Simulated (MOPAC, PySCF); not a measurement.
CH4, SMILES `C`, neutral singlet in the gas phase. 

Cartesian coordinates (Å):
SMILES: C
```xyz
5

C      0.0000     0.0000     0.0000
H     -0.3477    -0.7971    -0.6565
H      0.8486    -0.3548     0.5842
H      0.3048     0.8573    -0.5995
H     -0.8057     0.2946     0.6718
```
Charge 0, multiplicity 1.

All levels are single points at this geometry (PBE0-D3(BJ)/def2-TZVP); Pople sets use spherical d functions. Orbital energies aren't observables, and empty levels follow the basis.

PBE-D3(BJ)/def2-TZVP in PySCF gives dipole (D) = 0.00.

### Question
Estimate the dipole (D) from each of these levels: PBE0-D3(BJ)/def2-TZVP in PySCF; B3LYP/6-311+G** in PySCF; B3LYP/6-31G* in PySCF; PBE/6-31G* in PySCF; SVWN5/6-31G* in PySCF; AM1 in MOPAC; PM3 in MOPAC; PM7 in MOPAC.

### Answer

| level | dipole (D) |
|---|---|
| PBE0-D3(BJ)/def2-TZVP in PySCF | 0.00 |
| B3LYP/6-311+G** in PySCF | 0.00 |
| B3LYP/6-31G* in PySCF | 0.00 |
| PBE/6-31G* in PySCF | 0.00 |
| SVWN5/6-31G* in PySCF | 0.00 |
| AM1 in MOPAC | 0.00 |
| PM3 in MOPAC | 0.00 |
| PM7 in MOPAC | 0.00 |
